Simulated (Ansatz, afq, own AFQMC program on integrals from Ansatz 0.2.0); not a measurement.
Where AFQMC and coupled cluster stand for GeNH3, triplet

```xyz
5

Ge    0.0000    0.0659    0.5235
N     0.0000   -0.2581   -2.3935
H     0.0000   -1.2969    1.2838
H     0.8260    0.0691   -2.8764
H    -0.8260    0.0691   -2.8764
```

Connectivity, by distances: GeH ··· NH2.

Basis cc-pVDZ. Only valence electrons are correlated. Ansatz 0.2.0 and our own AFQMC program on the same integrals; the CISD trial comes from CCSD amplitudes, and released means the phaseless constraint is let go. Uncertainties: one standard error, sampling alone. No spin–orbit coupling.

Determinant: ROHF, the one that the program's search chose, which needn't be the lowest solution. The geometry is a point of a scan.

No full CI on the walks' own integrals is used here; CCSDT(Q) serves as the reference and is uncertain by about the last step of the cluster series.

Cautions: no relativity below Rb; no spin-orbit coupling; inner d shell frozen; lower spins were not checked.

```
T1 diagnostic                               : 0.0200
weight of the determinant in the CISD state : 0.879
size of the correlated space                : 12 electrons in 41 orbitals
```

| level | correlation energy (eV) |
| --- | --- |
| MP2 | -5.8536 |
| CCSD | -6.9207 |
| CCSD(T) | -7.0506 |

Estimate where phaseless AFQMC with the Hartree–Fock trial lies against CCSD(T) on the same integrals.

19.6 ± 50.1 meV below CCSD(T). The gap is under twice the noise, so this walk alone can't tell the two apart.

Reference: CCSDT(Q), correlation energy -7.085 eV. The released energy is read at 1.62 1/Eh, later times being too noisy (meV from the phaseless value at times in 1/Eh: -27 ± 15 at 0.24, -1 ± 15 at 0.51, -23 ± 18 at 0.99, -29 ± 18 at 1.62, -5 ± 29 at 2.40).

```json
{"level": "CCSD(T)", "E − E(reference) (meV)": "34.4", "share of correlation (%)": "99.51"}
{"level": "CCSDT", "E − E(reference) (meV)": "8.5", "share of correlation (%)": "99.88"}
{"level": "ph-AFQMC/HF", "E − E(reference) (meV)": "14.8 ± 50.1", "share of correlation (%)": "99.79"}
{"level": "ph-AFQMC/CISD", "E − E(reference) (meV)": "6.5 ± 14.7", "share of correlation (%)": "99.91"}
{"level": "released AFQMC", "E − E(reference) (meV)": "-22.1 ± 17.8", "share of correlation (%)": "100.31"}
```

A walk keeps the symmetry of its determinant, which the program's search chose and which needn't be the lowest solution, so a lower state of the same spin and another symmetry isn't excluded. Released energies are given only where the last usable release times agree within the noise; a slower fall can still hide under it.
